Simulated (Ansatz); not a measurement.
Basis-set series for H5OSi2 (`[SiH2]O[SiH3]`) radical. Total charge 0; spin multiplicity 2. The structure was optimised at the PBE0-D4/def2-TZVP level.

| atom | x (Å) | y (Å) | z (Å) |
| --- | --- | --- | --- |
| Si1 | 1.1898 | -0.8208 | 1.0970 |
| O2 | -0.1512 | -0.4482 | 0.2356 |
| Si3 | -0.7767 | 0.4177 | -1.0064 |
| H4 | 0.7642 | -1.6071 | 2.2884 |
| H5 | 1.8871 | 0.4308 | 1.5207 |
| H6 | -2.2547 | 0.3544 | -0.9131 |
| H7 | -0.3309 | -0.1589 | -2.3007 |
| H8 | -0.3275 | 1.8320 | -0.9214 |

```tsv
functional	basis	functions	energy (Eh)	HOMO (eV)	LUMO (eV)
PBE0-D4	def2-TZVPP	185	-656.96013	-6.03	-2.18
PBE0-D4	def2-QZVPP	347	-656.98535	-6.05	-2.22
ωB97M-V	def2-TZVPP	185	-657.20734	-7.81	-0.59
ωB97M-V	def2-QZVPP	347	-657.23075	-7.83	-0.67
```

Task: Give the rows for def2-SVP. (Best estimate.)

Result: Ansatz gave: 
| functional | basis | functions | energy (Eh) | HOMO (eV) | LUMO (eV) |
| --- | --- | --- | --- | --- | --- |
| PBE0-D4 | def2-SVP | 75 | -656.65237 | -5.96 | -2.14 |
| ωB97M-V | def2-SVP | 75 | -656.89605 | -7.71 | -0.46 |

HOMO and LUMO are taken over both spins.
